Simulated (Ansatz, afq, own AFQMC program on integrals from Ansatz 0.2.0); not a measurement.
# SiH₂O (triplet): quantum Monte Carlo beside coupled cluster at distance Si1–O2 = 2.604 Å, cc-pVDZ

How near does AFQMC come to the top of the ladder for SiH₂O (triplet)?

Method: cc-pVDZ, frozen cores; program: Ansatz 0.2.0, Gaussian basis, and an in-house AFQMC program (afq) on its integrals; all values are calculated.

To be run: PBE (unrestricted); r2SCAN (unrestricted); PBE0 (unrestricted); B3LYP (unrestricted); wB97M-V (unrestricted); B2PLYP (unrestricted); CCSD(T) on UHF; CCSDT(Q) on UHF; Phaseless AFQMC, CISD trial on UHF; Phaseless AFQMC, single-determinant trial on UHF.

1 further run of the same task is left out (it didn't finish).

## 1. The system

The geometry derives from a PBE0/def2-TZVP stationary point (not a proven minimum). One bond is set to the value named and the two fragments are kept rigid.

4 atoms, charge 0, spin multiplicity 3.

Atoms are counted from 1 here; the program's logs count them from 0.

Bond lengths: Si1–H3 1.497 Å, O2–H4 0.960 Å.

## 2. PBE (unrestricted)

in.yaml reads:

```yaml
crystal:
  periodic: [false, false, false]
  atoms:
    - {symbol: Si, position_ang: [0.050554, -0.136727, 0.944913]}
    - {symbol: O, position_ang: [-0.138159, 0.163093, -1.634876]}
    - {symbol: H, position_ang: [0.105124, 1.120811, 1.755740]}
    - {symbol: H, position_ang: [0.679271, 0.100151, -2.134045]}
basis:
  gaussian: {orbitals: cc-pVDZ}
magnetization: {spin_polarized: true, initial_magnetization: 2}
hamiltonian: {xc: {name: PBE}}
output: {orbitals: {seedname: orbitals}}
```

Run with:

```sh
$ ansatz run in.yaml --threads 1 --pin off --events-out ev --progress --plain --max-ram 1382MiB
```

The program printed:

```text
Functional definition: PBE
  name "PBE"
  cite "Perdew, Burke & Ernzerhof, Phys. Rev. Lett. 77, 3865 (1996) doi:10.1103/PhysRevLett.77.3865"
  parent pbe
  parameter kappa = 0.804
  parameter beta = 0.06672455060314922
  exchange = pbe_x(kappa = kappa, mu = beta*pi^2/3)
  correlation = pbe_c(beta = beta)
489 factors; their error is unknown
mean field evaluation 1: about -9936.4394 eV, gradient 4.5e1 eV
mean field evaluation 2: about -9744.3366 eV, gradient 1.2e2 eV
mean field evaluation 4: about -9919.0244 eV, gradient 6.1e1 eV
mean field evaluation 8: about -9942.4853 eV, gradient 2.3e1 eV
mean field evaluation 16: about -9946.1837 eV, gradient 1.2e-5 eV
mean field evaluation 32: about -9945.9887 eV, gradient 2.2e0 eV
mean field -9946.18374820 eV, -365.5155109808 hartree, gradient 1.2e-5 eV, S^2 2.012184; 6 other end points of the search recorded, 0 dependent functions left out
reference -9946.18377635 eV, -365.5155120154 hartree; 13, 11 occupied and 29, 31 virtual orbitals, 489 factors
Total energy: -9946.18377635 eV, -365.5155120154 hartree
```

Wall time 1.6 s (1 thread of Arm Neoverse V2, shared host).

From the report: ⟨S²⟩ of the determinant 2.012 (pure triplet: 2.00).

## 3. r2SCAN (unrestricted)

Changes to in.yaml since step 2:

```diff
@@ -10,3 +10,2 @@
 magnetization: {spin_polarized: true, initial_magnetization: 2}
-hamiltonian: {xc: {name: PBE}}
-output: {orbitals: {seedname: orbitals}}
+hamiltonian: {xc: {name: r2SCAN}}
```

The command is unchanged.

The program printed:

```text
Functional definition: r2SCAN
  name "r2SCAN"
  cite "Furness, Kaplan, Ning, Perdew & Sun, J. Phys. Chem. Lett. 11, 8208 (2020) doi:10.1021/acs.jpclett.0c02405"
  cite "Furness, Kaplan, Ning, Perdew & Sun, J. Phys. Chem. Lett. 11, 9248 (2020) doi:10.1021/acs.jpclett.0c03077"
  parent r2scan
  parameter k0 = 0.174
  parameter k1 = 0.065
  parameter a1 = 4.9479
  exchange = r2scan_x(k0 = k0, k1 = k1, a1 = a1)
  correlation = r2scan_c
489 factors; their error is unknown
mean field evaluation 1: about -9941.7609 eV, gradient 4.2e1 eV
mean field evaluation 2: about -9760.3671 eV, gradient 1.2e2 eV
mean field evaluation 4: about -9931.5705 eV, gradient 5.2e1 eV
mean field evaluation 8: about -9950.5319 eV, gradient 2.7e0 eV
mean field evaluation 16: about -9950.6039 eV, gradient 4.0e-2 eV
mean field evaluation 32: about -9950.5888 eV, gradient 1.2e0 eV
mean field -9950.60394352 eV, -365.6779501629 hartree, gradient 3.1e-5 eV, S^2 2.042964; 6 other end points of the search recorded, 0 dependent functions left out
reference -9950.60395276 eV, -365.6779505024 hartree; 13, 11 occupied and 29, 31 virtual orbitals, 489 factors
Total energy: -9950.60395276 eV, -365.6779505024 hartree
```

It took 3.6 s on 1 thread of Arm Neoverse V2, shared host.

From the report: ⟨S²⟩ of the determinant 2.043 (pure triplet: 2.00).

## 4. PBE0 (unrestricted)

Changes to in.yaml since step 3:

```diff
@@ -10,2 +10,3 @@
 magnetization: {spin_polarized: true, initial_magnetization: 2}
-hamiltonian: {xc: {name: r2SCAN}}
+hamiltonian: {xc: {name: PBE0}}
+output: {orbitals: {seedname: orbitals}}
```

Launched as before.

The program printed, shortened:

```text
Functional definition: PBE0
  name "PBE0"
  cite "Adamo & Barone, J. Chem. Phys. 110, 6158 (1999) doi:10.1063/1.478522"
  cite "Perdew, Burke & Ernzerhof, Phys. Rev. Lett. 77, 3865 (1996) doi:10.1103/PhysRevLett.77.3865"
  parent pbe
[...]
402 factors; integrals over basis functions are off by at most 1.2e-3 eV
[...]
mean field -9946.73895077 eV, -365.5359142990 hartree, gradient 1.1e-5 eV, S^2 2.046173; 4 other end points of the search recorded, 0 dependent functions left out
reference -9946.73897208 eV, -365.5359150819 hartree; 13, 11 occupied and 29, 31 virtual orbitals, 402 factors
Total energy: -9946.73897208 eV, -365.5359150819 hartree
```

It took 2 s on 1 thread of Arm Neoverse V2, shared host.

From the report: ⟨S²⟩ of the determinant 2.046 (pure triplet: 2.00).

## 5. B3LYP (unrestricted)

Changes to in.yaml since step 4:

```diff
@@ -10,3 +10,2 @@
 magnetization: {spin_polarized: true, initial_magnetization: 2}
-hamiltonian: {xc: {name: PBE0}}
-output: {orbitals: {seedname: orbitals}}
+hamiltonian: {xc: {name: B3LYP}}
```

The command is unchanged.

The program printed, shortened:

```text
Functional definition: B3LYP
  name "B3LYP"
  cite "Stephens, Devlin, Chabalowski & Frisch, J. Phys. Chem. 98, 11623 (1994) doi:10.1021/j100096a001"
  cite "Becke, Phys. Rev. A 38, 3098 (1988) doi:10.1103/PhysRevA.38.3098"
  cite "Lee, Yang & Parr, Phys. Rev. B 37, 785 (1988) doi:10.1103/PhysRevB.37.785"
  cite "Vosko, Wilk & Nusair, Can. J. Phys. 58, 1200 (1980) doi:10.1139/p80-159"
[...]
402 factors; integrals over basis functions are off by at most 1.2e-3 eV
[...]
mean field -9952.93172420 eV, -365.7634945250 hartree, gradient 2.8e-5 eV, S^2 2.028056; 4 other end points of the search recorded, 0 dependent functions left out
reference -9952.93191115 eV, -365.7635013952 hartree; 13, 11 occupied and 29, 31 virtual orbitals, 402 factors
Total energy: -9952.93191115 eV, -365.7635013952 hartree
```

It took 1.7 s on 1 thread of Arm Neoverse V2, shared host.

From the report: ⟨S²⟩ of the determinant 2.028 (pure triplet: 2.00).

## 6. wB97M-V (unrestricted)

Changes to in.yaml since step 5:

```diff
@@ -10,2 +10,3 @@
 magnetization: {spin_polarized: true, initial_magnetization: 2}
-hamiltonian: {xc: {name: B3LYP}}
+hamiltonian: {xc: {name: wB97M-V}}
+output: {orbitals: {seedname: orbitals}}
```

The command is unchanged.

The program printed, shortened:

```text
Functional definition: wB97M-V
  name "wB97M-V"
  cite "Mardirossian & Head-Gordon, J. Chem. Phys. 144, 214110 (2016) doi:10.1063/1.4952647"
  cite "Becke, J. Chem. Phys. 107, 8554 (1997) doi:10.1063/1.475007"
  cite "Vydrov & Van Voorhis, J. Chem. Phys. 133, 244103 (2010) doi:10.1063/1.3521275"
  # Of w^i u^j: cxij and so on, Table III.
[...]
  gx(w, u) = 1 - cx + cx01*u + cx10*w
  gss(w, u) = css00 + css04*u^4 + css10*w + css20*w^2 + css43*w^4*u^3
  gos(w, u) = cos00 + cos10*w + (cos20 + cos21*u)*w^2 + (cos60 + cos61*u)*w^6
[...]
      + integral(e_c_pw_mod_opposite_spin*gos(b97_w_opposite, b97_u_opposite)) + vv10(b, c)
402 factors; integrals over basis functions are off by at most 1.2e-3 eV
128 factors; integrals over basis functions are off by at most 1.0e-5 eV
[...]
mean field -9950.76621486 eV, -365.6839135246 hartree, gradient 1.3e-5 eV, S^2 2.026096; 4 other end points of the search recorded, 0 dependent functions left out
reference -9950.76624604 eV, -365.6839146704 hartree; 13, 11 occupied and 29, 31 virtual orbitals, 402 factors
Total energy: -9950.76624604 eV, -365.6839146704 hartree
```

Wall time 10 s (1 thread of Arm Neoverse V2, shared host).

From the report: ⟨S²⟩ of the determinant 2.026 (pure triplet: 2.00).

## 7. B2PLYP (unrestricted)

Changes to in.yaml since step 6:

```diff
@@ -10,3 +10,3 @@
 magnetization: {spin_polarized: true, initial_magnetization: 2}
-hamiltonian: {xc: {name: wB97M-V}}
-output: {orbitals: {seedname: orbitals}}
+hamiltonian: {xc: {name: B2PLYP}}
+correlation: {electrons: outside_noble_gas}
```

Same command.

The program printed, shortened:

```text
Functional definition: B2PLYP
  name "B2PLYP"
  cite "Grimme, J. Chem. Phys. 124, 034108 (2006) doi:10.1063/1.2148954"
  cite "Becke, Phys. Rev. A 38, 3098 (1988) doi:10.1103/PhysRevA.38.3098"
  cite "Lee, Yang & Parr, Phys. Rev. B 37, 785 (1988) doi:10.1103/PhysRevB.37.785"
[...]
402 factors; integrals over basis functions are off by at most 1.2e-3 eV
[...]
mean field -9944.92171453 eV, -365.4691320989 hartree, gradient 5.6e-6 eV, S^2 2.054346; 4 other end points of the search recorded, 0 dependent functions left out
6 core orbitals not correlated: weight in the atoms' cores, before any rotation towards them, 1.000 or more for the frozen orbitals, at most 0.000 for the correlated occupied ones
reference -9944.92183380 eV, -365.4691364820 hartree; 7, 5 occupied and 29, 31 virtual orbitals, 402 factors
second order -7.59502447 eV of doubles, -0.00000000 eV of singles
Total energy: -9946.97249041 eV, -365.5444967223 hartree
```

Run time: 3.1 s. Hardware: 1 thread of Arm Neoverse V2, shared host.

From the report: ⟨S²⟩ of the determinant 2.054 (pure triplet: 2.00).

## 8. CCSD(T) on UHF

Changes to in.yaml since step 7:

```diff
@@ -10,3 +10,2 @@
 magnetization: {spin_polarized: true, initial_magnetization: 2}
-hamiltonian: {xc: {name: B2PLYP}}
-correlation: {electrons: outside_noble_gas}
+correlation: {method: ccsd_t, electrons: outside_noble_gas, hamiltonian_folder: ham}
```

Same command.

The program printed, shortened:

```text
Functional definition: HF
  name "HF"
  cite "Fock, Z. Phys. 61, 126 (1930) doi:10.1007/BF01340294"
  parent pbe
[...]
402 factors; integrals over basis functions are off by at most 1.2e-3 eV
[...]
mean field -9927.45483403 eV, -364.8272360801 hartree, gradient 2.5e-6 eV, S^2 2.096425; 18 other end points of the search recorded, 0 dependent functions left out
determinant -9927.45483403 eV, -364.8272360801 hartree, with singles and doubles -9934.49595210 eV, -365.0859923966 hartree
determinant -9927.21120956 eV, -364.8182830458 hartree, with singles and doubles -9934.19420191 eV, -365.0749032814 hartree
determinant -9926.74895129 eV, -364.8012953677 hartree, with singles and doubles -9933.78320616 eV, -365.0597994665 hartree
determinant -9926.54895338 eV, -364.7939455803 hartree, with singles and doubles -9933.53913156 eV, -365.0508298901 hartree
[...]
determinant -9924.59079900 eV, -364.7219847339 hartree, with singles and doubles -9931.59673707 eV, -364.9794482092 hartree
determinant -9927.45483403 eV, -364.8272360801 hartree, with singles and doubles -9934.51480764 eV, -365.0866853249 hartree
determinant -9927.21120956 eV, -364.8182830458 hartree, with singles and doubles -9934.18894689 eV, -365.0747101632 hartree
determinant -9925.76650903 eV, -364.7651912807 hartree, with singles and doubles -9934.23351093 eV, -365.0763478615 hartree
6 core orbitals not correlated: weight in the atoms' cores, before any rotation towards them, 1.000 or more for the frozen orbitals, at most 0.000 for the correlated occupied ones
reference -9927.45483403 eV, -364.8272360801 hartree; 7, 5 occupied and 29, 31 virtual orbitals, 402 factors
second order -5.96302932 eV of doubles, -0.00000000 eV of singles
cycle   1  -7.05997424 eV  change   -6.3e-7 eV  update   8.0e-6
perturbative correction -0.14929370 eV, -0.0054864422 hartree
Total energy: -9934.66410197 eV, -365.0921717903 hartree
```

Wall time 9.5 s (1 thread of Arm Neoverse V2, shared host).

From the report: ⟨S²⟩ of the determinant 2.096 (pure triplet: 2.00); correlation -7.2093 eV; T1 0.036; largest double amplitude 0.07.

This run also writes the integrals to the folder ham.

## 9. CCSDT(Q) on UHF

Changes to in.yaml since step 8:

```diff
@@ -10,2 +10,2 @@
 magnetization: {spin_polarized: true, initial_magnetization: 2}
-correlation: {method: ccsd_t, electrons: outside_noble_gas, hamiltonian_folder: ham}
+correlation: {method: ccsdt_q, electrons: outside_noble_gas}
```

Same command.

The program printed, shortened:

```text
Functional definition: HF
  name "HF"
  cite "Fock, Z. Phys. 61, 126 (1930) doi:10.1007/BF01340294"
  parent pbe
[...]
739 factors; integrals over basis functions are off by at most 1.7e-7 eV
[...]
mean field -9927.45490357 eV, -364.8272386355 hartree, gradient 2.4e-6 eV, S^2 2.096435; 18 other end points of the search recorded, 0 dependent functions left out
determinant -9927.45490357 eV, -364.8272386355 hartree, with singles and doubles -9934.49604131 eV, -365.0859956747 hartree
determinant -9927.21128332 eV, -364.8182857566 hartree, with singles and doubles -9934.19429647 eV, -365.0749067567 hartree
determinant -9926.74904805 eV, -364.8012989238 hartree, with singles and doubles -9933.78332453 eV, -365.0598038161 hartree
determinant -9926.54904261 eV, -364.7939488592 hartree, with singles and doubles -9933.53920115 eV, -365.0508324477 hartree
[...]
determinant -9927.45490357 eV, -364.8272386355 hartree, with singles and doubles -9934.51489590 eV, -365.0866885683 hartree
determinant -9927.21128332 eV, -364.8182857566 hartree, with singles and doubles -9934.18904048 eV, -365.0747136024 hartree
determinant -9925.76657618 eV, -364.7651937485 hartree, with singles and doubles -9934.23359712 eV, -365.0763510289 hartree
6 core orbitals not correlated: weight in the atoms' cores, before any rotation towards them, 1.000 or more for the frozen orbitals, at most 0.000 for the correlated occupied ones
reference -9927.45490357 eV, -364.8272386355 hartree; 7, 5 occupied and 29, 31 virtual orbitals, 739 factors
second order -5.96306818 eV of doubles, -0.00000000 eV of singles
cycle   1  -6.63605330 eV  change   -6.7e-1 eV  update   8.3e-2
[...]
cycle  46  -7.27439159 eV  change    1.1e-6 eV  update   1.1e-6
perturbative correction -0.02168118 eV, -0.0007967687 hartree
Total energy: -9934.75097634 eV, -365.0953643644 hartree
```

Run time: 79 s. Hardware: 1 thread of Arm Neoverse V2, shared host; peak memory 0.35 GiB.

From the report: ⟨S²⟩ of the determinant 2.096 (pure triplet: 2.00); correlation -7.2961 eV; T1 0.048; largest double amplitude 0.09.

## 10. Phaseless AFQMC, CISD trial on UHF

It reads the integrals that the CCSD(T) run on this determinant wrote.

Run with:

```sh
$ afq ham --method phaseless --trial cisd --walkers 60 --populations 1 --least-time 40 --time-step 0.005 --steps-per-block 50 --equilibration-blocks 40 --max-blocks 300 --target-error 0.00084 --factor-cut 1e-05 --start spin_pure --seed 6197 --release-times 0.24,0.51,0.99,1.62,2.4 --release-step 0.03 --release-every 4 --taylor-order 6
```

The program printed:

```text
orbitals 36  electrons 7 5  factors 255 of 402
reference energy -364.82723608 Eh
CCSD correlation -0.25944901 Eh in 28 cycles, weight of the determinant in the CISD state 0.8536
energy of the start -365.082695 Eh
 block  time / (1/Eh)  mean weight  energy / Eh
     1     0.250  0.9991  -365.081361
     2     0.500  1.0001  -365.082692
     3     0.750  0.9988  -365.083602
     4     1.000  0.9991  -365.090457
     5     1.250  0.9987  -365.093380
     6     1.500  0.9991  -365.090853
     7     1.750  0.9997  -365.093426
     8     2.000  1.0028  -365.091857
     9     2.250  0.9987  -365.087773
    10     2.500  1.0015  -365.090189
    11     2.750  1.0028  -365.089651
    16     4.000  1.0002  -365.098020
    21     5.250  0.9995  -365.087456
    26     6.500  1.0034  -365.092366
    31     7.750  0.9997  -365.092895
    36     9.000  1.0000  -365.102328
    41    10.250  1.0000  -365.081777
    46    11.500  1.0048  -365.098652
    51    12.750  1.0008  -365.093964
    56    14.000  0.9992  -365.089879
    61    15.250  1.0017  -365.102692
    66    16.500  1.0002  -365.106844
    71    17.750  1.0015  -365.088468
    76    19.000  1.0025  -365.091491
    81    20.250  0.9985  -365.094196
    86    21.500  0.9982  -365.098674
    91    22.750  0.9963  -365.086901
    96    24.000  1.0001  -365.087932
   101    25.250  0.9998  -365.093113
   106    26.500  1.0011  -365.091544
   111    27.750  0.9957  -365.084205
   116    29.000  1.0028  -365.094818
   121    30.250  0.9999  -365.100907
   126    31.500  0.9981  -365.091506
   131    32.750  0.9990  -365.095991
   136    34.000  1.0055  -365.091327
   141    35.250  0.9991  -365.097158
   146    36.500  1.0030  -365.092104
   151    37.750  1.0021  -365.094358
   156    39.000  0.9960  -365.090297
   161    40.250  0.9992  -365.090153
   166    41.500  0.9979  -365.090010
   171    42.750  1.0019  -365.096074
   176    44.000  1.0000  -365.100267
   181    45.250  1.0000  -365.099775
   186    46.500  0.9990  -365.095426
   191    47.750  1.0009  -365.091146
   196    49.000  0.9971  -365.097653
blocks merged  error / Eh  count
     1  0.000444  160
     2  0.000522  80
     4  0.000617  40
     8  0.000713  20
    16  0.000819  10
released: time / (1/Eh)  energy / Eh  error  mean overlap
  0.24  -365.093563  0.000982  1.0108
  0.51  -365.093317  0.000989  1.0185
  0.99  -365.094668  0.000883  1.0303
  1.62  -365.095717  0.001127  1.0184
  2.40  -365.094002  0.001806  1.0635
energy -365.093570 +/- 0.000713 Eh
```

It took 4.4 min on 1 thread of Arm Neoverse V2, shared host.

Energy -9934.7022 ± 0.0194 eV. Caveats: constraint bias not in the error.

## 11. Phaseless AFQMC, single-determinant trial on UHF

It reads the integrals that the CCSD(T) run on this determinant wrote.

Run with:

```sh
$ afq ham --method phaseless --trial hf --walkers 120 --populations 1 --least-time 40 --time-step 0.005 --steps-per-block 20 --equilibration-blocks 160 --max-blocks 600 --target-error 0.00252 --factor-cut 1e-05 --start spin_pure --seed 8651 --taylor-order 6
```

The program printed:

```text
orbitals 36  electrons 7 5  factors 255 of 402
reference energy -364.82723608 Eh
CCSD correlation -0.25944901 Eh in 28 cycles, weight of the determinant in the CISD state 0.8536
energy of the start -364.828722 Eh
 block  time / (1/Eh)  mean weight  energy / Eh
     1     0.100  1.0002  -364.894449
     2     0.200  1.0008  -364.933896
     3     0.300  1.0028  -364.968796
     4     0.400  1.0026  -364.993391
     5     0.500  0.9993  -365.001228
     6     0.600  0.9990  -365.023022
     7     0.700  1.0018  -365.023224
     8     0.800  1.0011  -365.039987
     9     0.900  1.0034  -365.047051
    10     1.000  1.0001  -365.054520
    15     1.500  0.9996  -365.027650
    29     2.900  1.0006  -365.091111
    43     4.300  0.9995  -365.107278
    57     5.700  1.0007  -365.076542
    71     7.100  0.9996  -365.095517
    85     8.500  1.0016  -365.092751
    99     9.900  1.0030  -365.110722
   113    11.300  0.9984  -365.066198
   127    12.700  1.0015  -365.069774
   141    14.100  1.0038  -365.072202
   155    15.500  1.0011  -365.081540
   169    16.900  1.0007  -365.086297
   183    18.300  0.9997  -365.140043
   197    19.700  1.0017  -365.090854
   211    21.100  1.0020  -365.121433
   225    22.500  1.0019  -365.093424
   239    23.900  1.0035  -365.094146
   253    25.300  0.9988  -365.094873
   267    26.700  0.9995  -365.097346
   281    28.100  0.9998  -365.084526
   295    29.500  0.9983  -365.075484
   309    30.900  1.0021  -365.087726
   323    32.300  1.0007  -365.070765
   337    33.700  1.0004  -365.061380
   351    35.100  1.0000  -365.089649
   365    36.500  0.9952  -365.070321
   379    37.900  0.9991  -365.090175
   393    39.300  0.9991  -365.084196
   407    40.700  1.0003  -365.065567
   421    42.100  1.0011  -365.097607
   435    43.500  1.0006  -365.094899
   449    44.900  1.0004  -365.103143
   463    46.300  1.0014  -365.142516
   477    47.700  0.9989  -365.096988
   491    49.100  0.9983  -365.127903
   505    50.500  0.9996  -365.082592
   519    51.900  1.0023  -365.081796
   533    53.300  1.0007  -365.081325
   547    54.700  1.0005  -365.070057
blocks merged  error / Eh  count
     1  0.000931  400
     2  0.001181  200
     4  0.001469  100
     8  0.001761  50
    16  0.002014  25
    32  0.002033  12
energy -365.090339 +/- 0.002014 Eh
```

It took 3.5 min on 1 thread of Arm Neoverse V2, shared host.

Energy -9934.6142 ± 0.0548 eV. Caveats: constraint bias not in the error.

## 12. AFQMC on the ladder

On the UHF determinant, counted from CCSDT(Q) (a yardstick, not exact):

| level | energy (eV) | from CCSDT(Q) (kcal/mol) | statistical error (kcal/mol) | time |
| --- | --- | --- | --- | --- |
| HF | -9927.4548 | +168.25 |  |  |
| MP2 | -9933.4179 | +30.74 |  |  |
| CCSD | -9934.5148 | +5.45 |  |  |
| CCSD(T) | -9934.6641 | +2.00 |  |  |
| CCSDT(Q) | -9934.7510 | 0.00 |  |  |
| Phaseless AFQMC, CISD trial, step 0.005, 60 walkers | -9934.7022 | +1.13 | 0.45 | 4.4 min |
| Phaseless AFQMC, single-determinant trial, step 0.005, 120 walkers | -9934.6142 | +3.15 | 1.26 | 3.5 min |

The functionals' totals stand on their own zeros and serve differences with other points: PBE -9946.184 eV; r2SCAN -9950.604 eV; PBE0 -9946.739 eV; B3LYP -9952.932 eV; wB97M-V -9950.766 eV; B2PLYP -9946.972 eV.

## 13. Summary of results

| quantity | value |
| --- | --- |
| CCSD(T) on UHF from CCSDT(Q) | +2.00 kcal/mol |
| Phaseless AFQMC, CISD trial on UHF from CCSDT(Q) | +1.13 ± 0.45 kcal/mol |
| Phaseless AFQMC, single-determinant trial on UHF from CCSDT(Q) | +3.15 ± 1.26 kcal/mol |

What this shows: On UHF the phaseless walk with the CISD trial lies +1.13 kcal/mol from CCSDT(Q), within three error bars. Error bars are statistical and leave out the constraint, the time step and what remains of the start.
